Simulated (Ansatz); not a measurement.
**C₂H₃N (singlet): wave-function methods side by side, 6-31G***

How much of the correlation energy of C₂H₃N (singlet) does each wave-function method recover here?

Computed with Ansatz 0.2.0, Gaussian basis. Level: 6-31G*, core rule «outside noble gas», up to 3 orbitals frozen.

Plan: UHF; CCSD(T) on RHF; BCCD(T) on RHF; CISD; CCSDT(Q) on RHF; CASSCF and MRCISD+Q, 8 electrons in 8 orbitals; CASSCF and NEVPT2, 8 electrons in 8 orbitals.

20 further runs of the same task are left out: 2 that didn't finish, 18 set aside as unsound or not needed.

## Step 1: The system

The geometry is an MP2(full)/6-31G* stationary point (not a proven minimum).

6 atoms, charge 0, spin multiplicity 1.

Atoms are counted from 1 here; the program's logs count them from 0.

Bond lengths: C1–C2 1.461 Å, C1–H4 1.092 Å, C1–H5 1.092 Å, C1–H6 1.092 Å, C2–N3 1.178 Å. Angles: C2–C1–H4 110.1°, C2–C1–H5 110.1°, C2–C1–H6 110.1°, H4–C1–H5 108.8°, H4–C1–H6 108.8°, H5–C1–H6 108.8°, C1–C2–N3 180.0°.

## Step 2: UHF

File in.yaml:

```yaml
crystal:
  periodic: [false, false, false]
  atoms:
    - {symbol: C, position_ang: [0.000000, 0.000000, -1.300197]}
    - {symbol: C, position_ang: [0.000000, 0.000000, 0.160607]}
    - {symbol: N, position_ang: [0.000000, 0.000000, 1.338939]}
    - {symbol: H, position_ang: [0.000000, 1.024986, -1.675637]}
    - {symbol: H, position_ang: [0.887664, -0.512493, -1.675637]}
    - {symbol: H, position_ang: [-0.887664, -0.512493, -1.675637]}
basis:
  gaussian: {orbitals: "6-31G*"}
magnetization: {spin_polarized: true, initial_magnetization: 0}
hamiltonian: {xc: hf}
output: {orbitals: {seedname: orbitals}}
```

Launch:

```bash
$ ansatz run in.yaml --threads 1 --pin off --events-out ev --progress --plain --max-ram 2880MiB --backend cpu
```

The runs that follow: CCSD(T) on RHF; BCCD(T) on RHF; CISD; CCSDT(Q) on RHF; CASSCF and MRCISD+Q, 8 electrons in 8 orbitals; CASSCF and NEVPT2, 8 electrons in 8 orbitals.

Q: Predict the results of all the runs planned. Wanted: RCCSDT(Q) below the RHF energy; RMP2 from RCCSDT(Q); RCCSD from RCCSDT(Q); RCCSD(T) from RCCSDT(Q); NEVPT2 frontier from RCCSDT(Q); MRCISD+Q frontier from RCCSDT(Q); T1 diagnostic.

As calculated:

| quantity | value |
| --- | --- |
| RCCSDT(Q) below the RHF energy | -12.3153 eV |
| RMP2 from RCCSDT(Q) | +23.11 kcal/mol |
| RCCSD from RCCSDT(Q) | +11.74 kcal/mol |
| RCCSD(T) from RCCSDT(Q) | +1.28 kcal/mol |
| NEVPT2 frontier from RCCSDT(Q) | +35.26 kcal/mol |
| MRCISD+Q frontier from RCCSDT(Q) | +2.35 kcal/mol |
| levels within 1 kcal/mol (43 meV) | none |
| T1 diagnostic | 0.013 |

In words: RCCSD(T) lands +1.28 kcal/mol from the yardstick (0.5 % of the correlation energy). Of the multireference levels listed MRCISD+Q frontier comes nearest in total energy (+2.35 kcal/mol), which doesn't show that its space is the better one. These misses are within one basis, not against nature.
